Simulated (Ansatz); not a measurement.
Telling isomers of C4H5− apart by their spectra

These gas-phase data were calculated for one isomer of C4H5− at PBE0-D3(BJ)/def2-SVPD (harmonic, unscaled wavenumbers; equilibrium rotational constants with average atomic masses):

* rotational constants: 36.22, 4.404, 4.077 GHz
* all wavenumbers above 1500 cm⁻¹: 3102, 3088, 3085, 2946, 2928, 1959

Candidates:

(1) `[CH-]=C=CC`, a singlet
(2) `[C-]#CCC`, a singlet

Task: Which structure fits?

Result: Candidate (1). No mode falls between 2050 and 2400 cm⁻¹, where the C≡C stretch of (2) would stand.

The same quantities for all candidates:

```tsv
	rotational constants (GHz)	wavenumbers above 1500 cm⁻¹	E above the lowest, PBE0-D3(BJ)/def2-SVPD (kcal/mol)
(1)	36.22, 4.404, 4.077	3102, 3088, 3085, 2946, 2928, 1959	0.0
(2)	28.23, 4.758, 4.288	3130, 3100, 3007, 2970, 2949, 2112	0.1
```

Harmonic stretches to hydrogen usually lie a few per cent above observed fundamentals. Programs: Ansatz 0.2.0.
